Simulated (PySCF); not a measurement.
Cost of excited-state runs on SMILES CC(C)C1C=C1, C6H10

Geometry (Å), atoms numbered from 1 in this order:
```xyz
16

C    -0.6214    1.6300   -0.0490
C    -0.4456    0.1171   -0.1282
C    -1.5469   -0.6145    0.6320
C     0.9267   -0.2918    0.3853
C     2.1372   -0.3308   -0.4992
C     1.6614   -1.4868   -0.1454
H    -1.6041    1.9449   -0.4340
H     0.1541    2.1539   -0.6291
H    -0.5474    1.9781    0.9949
H    -0.4971   -0.1839   -1.1903
H    -1.5137   -0.3640    1.7056
H    -1.4377   -1.7065    0.5427
H    -2.5468   -0.3417    0.2594
H     1.0673   -0.0241    1.4494
H     2.8754    0.2513   -1.0449
H     1.7128   -2.5719   -0.1808
```

PySCF with density fitting, on 1 thread of an Arm Neoverse V2, shared host. Command: `OMP_NUM_THREADS=1 python excited_run.py task.json out`

(1) How long does this run take, and how much memory?
- magnetisability and related constants, PBE0/pcSseg-1; isotopologues; writes grids

Answers

(1) 
| run | level | basis functions | wall time | peak memory (GiB) |
| --- | --- | --- | --- | --- |
| magnetisability and related constants | PBE0/pcSseg-1 | 152 | 19 s | 0.82 |

Times from a shared host are rough.
